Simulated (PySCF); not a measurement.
# Working out the ionisation energy of P

P [Ne] 3s2 3p3 (4S) → P⁺ [Ne] 3s2 3p2 (3P). Calculation: PySCF 2.14, in aug-cc-pCVQZ-DK; the spin-free X2C one-electron Hamiltonian (Gaussian nucleus). Frozen: nothing. Energies in hartree (1 hartree = 27.21139 eV):

```json
{"part": "UHF", "P (lower)": "-341.534293", "P⁺ (upper)": "-341.170771"}
{"part": "MP2 opposite-spin", "P (lower)": "-0.347603", "P⁺ (upper)": "-0.337305"}
{"part": "MP2 same-spin", "P (lower)": "-0.122767", "P⁺ (upper)": "-0.109622"}
```

Q: What does Hartree-Fock give?

A: (-341.170771) − (-341.534293) = 0.363522 hartree = 9.892 eV.

Q: What do MP2 and SCS-MP2 (6/5 opposite-spin, 1/3 same-spin) give?

A: The opposite-spin parts differ by 0.280 eV and the same-spin parts by 0.358 eV. MP2: 9.892 + (0.280) + (0.358) = 10.530 eV. SCS-MP2: 9.892 + 1.2 × (0.280) + (0.358)/3 = 10.347 eV.

Measured between the centres of the two terms (NIST): 10.526 eV, so MP2 (all electrons) is off by 0.004 eV.

What remains against the reference includes basis incompleteness and correlation beyond second order.
